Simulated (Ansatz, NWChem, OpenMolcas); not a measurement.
# A small benchmark: dipole moment

6 molecules holding an element from Na to Cl; the dipole moment in D, computed less measured. Shapes, held fixed at every level: PBE0-D4/def2-TZVP. No vibrational averaging. Dipoles are compared by magnitude; molecules under 1 D, whose direction can flip, are left out. Programs: Ansatz 0.2.0, NWChem 7.3.0, OpenMolcas 26.06. Measured values: NIST CCCBDB.

Levels: A = HF/3-21G; B = r2SCAN-D4/def2-TZVPP; C = PBE0/def2-SVP; D = B3LYP/6-31G* (Cartesian functions); E = B3LYP-D4/def2-TZVPP.

| molecule | measured | A | B | C | D | E |
| --- | --- | --- | --- | --- | --- | --- |
| SF2 (SMILES FSF) | 1.05 | +0.87 | -0.12 | +0.27 | +0.09 | +0.07 |
| PF3 (phosphorus trifluoride) | 1.03 | +1.14 | -0.18 | +0.07 | -0.05 | +0.02 |
| CH2Cl2 (SMILES ClCCl) | 1.60 | +0.65 | +0.06 | +0.09 | +0.21 | +0.03 |
| SiH2Cl2 (dichlorosilane (DCS)) | 1.13 | +1.65 | -0.02 | +0.14 | +0.43 | +0.01 |
| SCl2O2 (sulfuryl chloride) | 1.81 | -0.15 | -0.13 | -0.18 | -0.33 | +0.05 |
| SiH3Cl (chlorosilane) | 1.31 | +1.47 | -0.09 | +0.06 | +0.37 | -0.06 |

(1) Which level does best on this set, which worst, and which err to one side?

Answers

(1) 
```csv
level,kind,mean error,mean absolute error,worst case
HF/3-21G,Hartree–Fock,+0.938,0.988,SiH2Cl2
r2SCAN-D4/def2-TZVPP,meta-GGA,-0.080,0.100,PF3
PBE0/def2-SVP,global hybrid,+0.075,0.135,SF2
B3LYP/6-31G* (Cartesian functions),global hybrid,+0.120,0.247,SiH2Cl2
B3LYP-D4/def2-TZVPP,global hybrid,+0.020,0.040,SF2
```

On this set B3LYP-D4/def2-TZVPP has the smallest mean absolute error and HF/3-21G the largest. HF/3-21G is too high in 5 of 6; r2SCAN-D4/def2-TZVPP is too low in 5 of 6; PBE0/def2-SVP is too high in 5 of 6; B3LYP-D4/def2-TZVPP is too high in 5 of 6. The levels differ in basis as well as in method. The set is small.
